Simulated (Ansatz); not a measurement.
Basis-set extrapolation for `[CH3][Mg]` radical (PBE0-D4/def2-TZVP geometry, frozen core, Ansatz 0.2.0). Multiplicity 2, UHF reference. For Mg the program correlates outer-core shells too, which these sets cover unevenly, so the extrapolated numbers aren't a true limit.

```json
{"": "HF", "def2-TZVPP": "-239.205510", "def2-QZVPP": "-239.216171"}
{"": "MP2 correlation", "def2-TZVPP": "-0.370663", "def2-QZVPP": "-0.419099"}
{"": "CCSD(T) correlation", "def2-TZVPP": "-0.403816", "def2-QZVPP": "not run"}
```

Energies in hartree. Use E(X) = E(∞) + A·exp(−7.88·√X) for Hartree–Fock and E(X) = E(∞) + B·X^(−2.97) for correlation, with X = 3 and 4, and add CCSD(T) minus MP2 of the smaller set to the MP2 limit.

Q: What is the CCSD(T) energy at the basis-set limit?

A: HF limit: -239.216171 + (-0.010661) × 0.13774 = -239.21764. MP2 limit: -0.419099 + (-0.048436) × 0.74074 = -0.45498. Higher-order term: -0.403816 − (-0.370663) = -0.03315. Total: -239.70577 hartree, 2.62 eV below CCSD(T)/def2-TZVPP.
